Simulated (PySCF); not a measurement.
Geometry (Å), atoms numbered from 1 in this order:
```xyz
18

C     2.114    0.155    0.092
C     0.661    0.075    0.517
C    -0.220    1.213   -0.051
C    -1.512    0.552   -0.563
C    -1.519   -0.836    0.075
C    -0.045   -1.212    0.080
H     2.580    1.083    0.433
H     2.198    0.122   -0.999
H     2.697   -0.678    0.496
H     0.620    0.120    1.611
H    -0.434    1.956    0.720
H     0.300    1.741   -0.855
H    -1.474    0.448   -1.651
H    -2.406    1.134   -0.331
H    -1.888   -0.775    1.105
H    -2.152   -1.550   -0.457
H     0.272   -1.475   -0.937
H     0.190   -2.062    0.724
```

Geometry: PBE0-D3(BJ)/def2-TZVP; GIAO absolute shieldings from PySCF 2.14, gas phase, non-relativistic, averaged over equivalent atoms.

At KT3/pcSseg-2 (384 basis functions, 56 s wall time (120 s CPU) on 2 threads of an Intel Xeon Platinum 8488C, shared host):
| atoms | σ (ppm) |
| --- | --- |
| C2 | 142.8 |
| C3/C6 | 144.6 |
| C4/C5 | 150.8 |
| C1 | 159.4 |
| H10 | 29.57 |
| H11/H18 | 29.70 |
| H13/H16 | 29.89 |
| H14/H15 | 29.95 |
| H12/H17 | 30.53 |
| H7/H8/H9 | 30.56 |

**Question.** Predict the values at wB97X-D/pcSseg-2 on the same geometry.

**Answer.** 
| atoms | σ at wB97X-D/pcSseg-2 | change |
| --- | --- | --- |
| C2 | 147.8 | +5.0 |
| C3/C6 | 148.1 | +3.5 |
| C4/C5 | 155.2 | +4.4 |
| C1 | 162.3 | +2.9 |
| H10 | 29.72 | +0.15 |
| H11/H18 | 29.81 | +0.11 |
| H13/H16 | 30.03 | +0.14 |
| H14/H15 | 30.08 | +0.13 |
| H12/H17 | 30.56 | +0.03 |
| H7/H8/H9 | 30.60 | +0.04 |

The largest change is at C2 (sp3 CH in a ring). Cost: 384 basis functions. The order of the carbon signals is the same at both levels.
